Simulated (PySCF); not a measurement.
Molecule: `C=CC(Cl)Cl`, C₃H₄Cl₂.

Bonds (- single, = double, # triple, : aromatic): C1=C2 1.332 Å, C2-C3 1.486 Å, C3-Cl4 1.786 Å, C3-Cl5 1.786 Å. C1 carries H6, H7; C2 carries H8; C3 carries H9. H7 is cis to C3; H6 is trans to C3.

Geometry PBE0-D3(BJ)/def2-SVP throughout; GIAO in PySCF 2.14, gas phase, one conformer, non-relativistic; equivalent atoms averaged; basis pcSseg-2.

For orientation, mPW1PW91 gives these absolute shieldings σ: C2 31.4, C1 59.3, C3 96.2, Cl4/Cl5 641.7, H8 24.92, H9 25.22, H7 25.93, H6 26.01 ppm.

A run gave: C2 32.0, C1 62.6, C3 86.8, Cl4/Cl5 609.4, H8 25.09, H9 25.09, H7 26.19, H6 26.30 ppm (absolute shieldings σ).

Task: Which functional was used in that run?
A. PBE
B. B3LYP
C. OPBE
D. B97-D
E. BP86

Result: D. C2 tells them apart best: B97-D gives 32.0, B3LYP gives 25.8, PBE gives 27.5, OPBE gives 39.3, BP86 gives 27.9 ppm.
